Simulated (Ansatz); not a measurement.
# The pair FH···H₄Si: a pair, distance and slip

How does the energy of the pair FH···H₄Si change over two coordinates at once? A grid of runs gives the map.

Computed with Ansatz 0.2.0. Level: RKS BHLYP-D4/def2-TZVPD.

**1. The system as given**

7 atoms, charge 0, spin multiplicity 1.

Atoms are counted from 1 here; the program's logs count them from 0.

Bond lengths: F1–H2 0.942 Å, Si3–H4 1.498 Å, Si3–H5 1.512 Å, Si3–H6 1.497 Å, Si3–H7 1.498 Å. Angles: H4–Si3–H5 107.0°, H4–Si3–H6 110.9°, H4–Si3–H7 110.9°, H5–Si3–H6 108.6°, H5–Si3–H7 108.5°, H6–Si3–H7 110.8°.

Coordinates:

```
atom     x (Å)     y (Å)     z (Å)
  F1  -0.42225  -0.02530  -2.72332
  H2  -0.57067   0.01376  -1.79433
 Si3   0.21858   0.00078   0.91747
  H4  -0.49454   0.09127   2.23185
  H5  -0.83519   0.07534  -0.16426
  H6   0.94039  -1.30514   0.79073
  H7   1.16368   1.14929   0.74166
```

This geometry comes from a loose relaxation at PBE in a small basis, which is not shown.

**5. Plan of the scan**

- separation of Si3 and H2 along their line in the relaxed pair: 15 values from 2.514 to 3.914 Å
- sideways slip of F1, H2: 15 values from −1.500 to 1.500 Å

Nothing else is relaxed (both partners rigid). Energies count from the two partners far apart, frozen as in the relaxed pair, each in its own basis (no counterpoise correction). Points are written as (first, second).

(The set-up runs are not shown.)

**6. Grid point (3.045 Å, 0.000 Å)**

Input file input.yaml:

```yaml
crystal:
  periodic: [false, false, false]
  atoms:
    - { symbol: F, position_ang: [-0.445189, -0.024685, -2.858693] }
    - { symbol: H, position_ang: [-0.639881, 0.014267, -1.964036] }
    - { symbol: Si, position_ang: [0.225528, 0.001065, 0.955367] }
    - { symbol: H, position_ang: [-0.470197, 0.090033, 2.246224] }
    - { symbol: H, position_ang: [-0.794826, 0.072725, -0.113058] }
    - { symbol: H, position_ang: [0.938211, -1.278146, 0.841207] }
    - { symbol: H, position_ang: [1.156891, 1.125191, 0.793404] }
basis:
  gaussian: { orbitals: def2-TZVPD }
hamiltonian:
  xc: { name: BHLYP }
  dispersion: d4
output:
  forces: true
```

Run with:

```console
$ ansatz run input.yaml --threads 1 --pin off --max-ram 2560MiB --backend cpu --events-out ev --progress --plain --runs-dir out
```

Further runs follow: the other points that were computed.

Before running it: what results should come out? Wanted: lowest point; highest computed point; largest force on an atom.

**Answer**, as computed:

| quantity | value |
| --- | --- |
| lowest point | (3.045 Å, 0.000 Å), −6.5 kJ/mol |
| highest computed point | (2.514 Å, −0.857 Å), 32.8 kJ/mol above the lowest |
| largest force on an atom (eV/Å) | 0.03 at (3.045 Å, 0.000 Å) to 1.52 at (2.514 Å, −0.857 Å); 0.03 at the lowest point |
| time for the whole task | 12 min on 1 thread, shared host |

What this shows: The lowest computed point is at (3.045 Å, 0.000 Å), −6.5 kJ/mol from the two partners far apart, frozen as in the relaxed pair, each in its own basis (no counterpoise correction). No other kind of well shows on this grid. The highest computed point, (2.514 Å, −0.857 Å), lies 32.8 kJ/mol above the lowest. Round the minimum the valley is somewhat tilted: raising the first coordinate shifts the best value of sideways slip of F1, H2 downwards (coupling k₁₂/√(k₁₁k₂₂) about 0.6). No counterpoise correction was made, so wells between separate parts tend to come out somewhat too deep.
